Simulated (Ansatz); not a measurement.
## A ladder of methods for [BH4]− (borohydride)

[BH4]−: 5 atoms, total charge -1, spin state singlet. As SMILES, `[BH4-]`. The coordinates come from a GFN2-xTB relaxation.

```xyz
5

B     0.0001    0.0002   -0.0001
H     0.6837    0.9970    0.2177
H     0.7263   -0.9885   -0.0671
H    -0.6004    0.1397   -1.0634
H    -0.8097   -0.1484    0.9129
```

Each level gives the energy change with the B1–H2 bond stretched from 1.228 to 3.070 Å (eV). The values are calculated.

| level | kind | program | value (eV) | less FCI/3-21G | CPU time (all runs) |
| --- | --- | --- | --- | --- | --- |
| SVWN5/3-21G (restricted) | LDA | Ansatz | 3.66 | +0.25 | 0.95 s |
| BLYP/3-21G (restricted) | GGA | Ansatz | 3.29 | -0.12 | 1.4 s |
| r2SCAN/3-21G (restricted) | meta-GGA | Ansatz | 3.65 | +0.24 | 3.4 s |
| PBE0/3-21G (restricted) | global hybrid | Ansatz | 3.80 | +0.39 | 1.7 s |
| wB97X/3-21G (restricted) | range-separated hybrid | Ansatz | 4.03 | +0.62 | 6.6 s |
| B2PLYP/3-21G (restricted) | double hybrid | Ansatz | 3.70 | +0.29 | 1.9 s |
| BCCD(T)/3-21G (restricted) | coupled cluster or CI | Ansatz | 3.41 | 0.00 | 0.5 s |
| FCI/3-21G | exact in the basis | Ansatz | 3.41 | 0.00 | 29 s |

FCI/3-21G is exact within its basis and frozen core, so for wave-function methods in that basis the difference is their error; functionals converge differently with the basis, so for them it is only a difference. Sets without diffuse functions describe the anion poorly. The first shape isn't each level's own minimum. The values span 3.29 to 4.03 eV. All rows use very small basis sets, so even the best lies far from the true value. Times are those of the runs behind each value, whatever else they computed, on shared processors of several kinds: orders of magnitude only.
